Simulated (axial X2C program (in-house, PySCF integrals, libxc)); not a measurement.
SiH⁺: nuclear properties from DFT to coupled cluster

Computed with an in-house all-electron X2C program for linear molecules (integrals from PySCF): two-component X2C with atomic mean-field Coulomb and Gaunt terms, Gaussian nuclei, basis Si dyall-av3z, H dyall-av3z with contracted cores.

R = 1.523 Å (near the PBE0 minimum at charge 1 of the determinant lowest at the starting distance; the state shown can have its own minimum elsewhere); state Ω = 0 (closed shell).

| level | qzz Si (a.u.) | qzz H (a.u.) |
| --- | --- | --- |
| PBE0 | -3.08 | 0.11 |
| HF | -3.01 | 0.11 |
| B3LYP | -3.11 | 0.10 |

qzz is the electric field gradient, eQq0 = 234.96 MHz × Q/barn × qzz. The operators were transformed with the bare-nucleus X2C matrices; with these basis sets, hyperfine constants and field gradients can be off by tens of per cent, and where levels differ in sign neither size nor sign is settled.

Finite-field MP2, CCSD and CCSD(T), with 4 electrons correlated in 64 natural virtual spinors (MP2 remainder added):

| level | qzz Si (a.u.) | qzz H (a.u.) |
| --- | --- | --- |
| MP2 | -2.92 | 0.11 |
| CCSD | -2.82 | 0.11 |
| CCSD(T) | -2.82 | 0.11 |

T1 = 0.011 (Lee–Taylor). One unrestricted determinant, the lowest of a limited PBE0 search, is the reference; the functionals treat spin collinearly. Correlation of the inner shells is missing, which matters for properties at the nucleus. Number of frozen shells: Si 2 s, 1 p; H none.

(1) By how much does correlation change each value, CCSD(T) against HF?

Results:

(1) qzz Si -6 %; qzz H 0 %.
